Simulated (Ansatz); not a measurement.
Results of revPBE (PAW; Ansatz, an electronic-structure program) for bcc Li.

Numerical settings: plane-wave cutoff 520 eV, 22×22×22 k mesh, Fermi–Dirac smearing 0.05 eV, scalar-relativistic PAW data made under PBE.

The volume scan:

| V (Å³/atom) | E − E_lowest (meV/atom) |
|---|---|
| 19.873 | 3.39 |
| 20.296 | 1.46 |
| 20.719 | 0.36 |
| 21.141 | 0.00 |
| 21.564 | 0.33 |
| 21.987 | 1.29 |
| 22.410 | 2.83 |

Question: What bulk modulus B0 and pressure derivative B′ does a third-order Birch–Murnaghan fit give?

Answer: V0 = 21.144 Å³/atom, B0 = 13.0 GPa, B′ = 3.3 (fit to the energies at full precision).

Measured, for comparison: bulk modulus 13.8 GPa (corrected for temperature and zero-point phonon effects, our sources range from 13.1 to 13.9; as tabulated in Levämäki et al. (2014), arXiv:1402.3671); equilibrium volume per atom 20.51 Å³/atom (low-temperature or extrapolated to 0 K; zero-point anharmonic expansion removed; as tabulated in Csonka et al. (2009), arXiv:0903.4037). Computed (rounded) less measured: bulk modulus -6 % (-0.8 % to -6 % over the range), equilibrium volume per atom +3.1 %.

The computed numbers hold no vibrational or temperature effects.

Computing time: very roughly 13 core-seconds.
